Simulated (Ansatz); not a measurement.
Born–Oppenheimer molecular dynamics of H₆OSi₂ (9 atoms, charge 0, multiplicity 1). It starts from a relaxed structure.

All numbers below come from Ansatz 0.2.0, RKS r2SCAN/6-31G*.

| Quantity | Value |
| --- | --- |
| ensemble | NVT, Nosé–Hoover chain |
| time step | 0.5 fs |
| steps asked | 150 |
| set temperature | 300 K |
| thermostat | time constant 100 fs, chain length 3 (defaults) |
| seed | 825246 |

First frame:

```xyz
9
Properties=species:S:1:pos:R:3
Si 0.016 0.009 -0.070
O -0.187 -0.332 1.534
Si -1.357 -0.467 2.693
H -2.351 -1.513 2.320
H -0.705 -0.843 3.973
H -2.077 0.826 2.869
H 1.467 -0.051 -0.379
H -0.500 1.371 -0.391
H -0.708 -0.981 -0.916
```

(1) How far do the bonds stretch over the last three quarters of this one trajectory? (Pairs bonded in most of those frames.)

Answers

(1) 
| bond | mean (Å) | spread (Å) | shortest | longest |
| --- | --- | --- | --- | --- |
| Si1–O2 | 1.662 | 0.008 | 1.65 | 1.67 |
| Si1–H7 | 1.486 | 0.034 | 1.44 | 1.54 |
| Si1–H8 | 1.498 | 0.053 | 1.42 | 1.57 |
| Si1–H9 | 1.490 | 0.009 | 1.47 | 1.50 |
| O2–Si3 | 1.661 | 0.006 | 1.65 | 1.67 |
| Si3–H4 | 1.494 | 0.018 | 1.47 | 1.52 |
| Si3–H5 | 1.486 | 0.006 | 1.47 | 1.50 |
| Si3–H6 | 1.495 | 0.029 | 1.45 | 1.54 |

Mean temperature of the second half: 156 K. The conserved energy stayed within 0.14 meV per atom of its start (net change 0.029 meV per atom), so the integration is sound. The mean temperature of the second half is 48 % below the set value. A run of 0.075 ps of so small a system gives no equilibrium averages.

Time of the run: 9.9 min on 1 thread of Arm Neoverse V1 (shared host), peak memory 0.12 GiB.
